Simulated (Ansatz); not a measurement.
## Ansatz (development build ahead of 0.2.0) run

```yaml
crystal:
  periodic: [false, false, false]
  atoms:
    - { symbol: C, position_ang: [0.0, 0.00014, -1.39904] }
    - { symbol: C, position_ang: [0.0, -1.0e-05, 0.07275] }
    - { symbol: O, position_ang: [0.0, -0.00013, 1.32628] }
basis:
  gaussian: { orbitals: def2-SVP }
magnetization:
  initial_magnetization: 2
hamiltonian:
  xc: hf
correlation:
  method: ccsd_t
  frozen_orbitals: { C: 1, O: 1 }
scf:
  omitted_lower_state_checks: [stability, starts, atomic_configurations, cluster_reference, orbital_swaps, given_window_search, neighbouring_geometries, increment]
```

The input is written out in the form of the current development build from the run's settings. Correlation on restricted open-shell orbitals is semicanonical, with singles.

Results

* Converged: yes
* Reference energy: -150.28884 hartree
* Correlation energy: -0.43586 hartree
* Total energy: -150.72470 hartree
